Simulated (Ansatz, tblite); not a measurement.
Removing an electron: AlH2(CN) (CH₂AlN). Total charge 0; singlet. Geometry: r2SCAN-D4/def2-TZVP. Ansatz, gas phase; energy differences of separate SCF runs; the oxidised species was run as a doublet alone.

```xyz
5

Al    0.233   -0.653   -0.194
H     0.716   -0.825   -1.680
H     0.215   -1.776    0.906
C    -0.394    1.102    0.329
N    -0.769    2.154    0.638
```

The xTB rows come from tblite. Correlated methods freeze 7 core orbitals.

Q: Estimate orbital energies and vertical ionisation energies at: GFN1-xTB; GFN2-xTB; HF/def2-TZVPP; PBE-D4/def2-TZVP; r2SCAN-D4/def2-TZVP; PBE0-D4/def2-TZVP; MP2/def2-TZVPP; CCSD/def2-TZVPP; CCSD(T)/def2-TZVPP.

A: 
```json
{"level": "GFN1-xTB", "−HOMO (eV)": "12.41", "vertical IE (eV)": "15.80", "−LUMO (eV)": "6.97", "HOMO–LUMO gap (eV)": "5.44", "remarks": "–"}
{"level": "GFN2-xTB", "−HOMO (eV)": "11.35", "vertical IE (eV)": "14.90", "−LUMO (eV)": "7.55", "HOMO–LUMO gap (eV)": "3.79", "remarks": "–"}
{"level": "HF/def2-TZVPP", "−HOMO (eV)": "–", "vertical IE (eV)": "10.97", "−LUMO (eV)": "–", "HOMO–LUMO gap (eV)": "–", "remarks": "–"}
{"level": "PBE-D4/def2-TZVP", "−HOMO (eV)": "7.94", "vertical IE (eV)": "11.14", "−LUMO (eV)": "3.36", "HOMO–LUMO gap (eV)": "4.58", "remarks": "–"}
{"level": "r2SCAN-D4/def2-TZVP", "−HOMO (eV)": "8.26", "vertical IE (eV)": "11.28", "−LUMO (eV)": "3.07", "HOMO–LUMO gap (eV)": "5.19", "remarks": "–"}
{"level": "PBE0-D4/def2-TZVP", "−HOMO (eV)": "9.24", "vertical IE (eV)": "11.51", "−LUMO (eV)": "2.56", "HOMO–LUMO gap (eV)": "6.68", "remarks": "–"}
{"level": "MP2/def2-TZVPP", "−HOMO (eV)": "–", "vertical IE (eV)": "13.01", "−LUMO (eV)": "–", "HOMO–LUMO gap (eV)": "–", "remarks": "–"}
{"level": "CCSD/def2-TZVPP", "−HOMO (eV)": "–", "vertical IE (eV)": "12.15", "−LUMO (eV)": "–", "HOMO–LUMO gap (eV)": "–", "remarks": "large T1 (+1 doublet)"}
{"level": "CCSD(T)/def2-TZVPP", "−HOMO (eV)": "–", "vertical IE (eV)": "12.11", "−LUMO (eV)": "–", "HOMO–LUMO gap (eV)": "–", "remarks": "large T1 (+1 doublet)"}
```

 Raw xTB energy differences between charge states are shifted by several eV; the methods need an empirical correction for them.
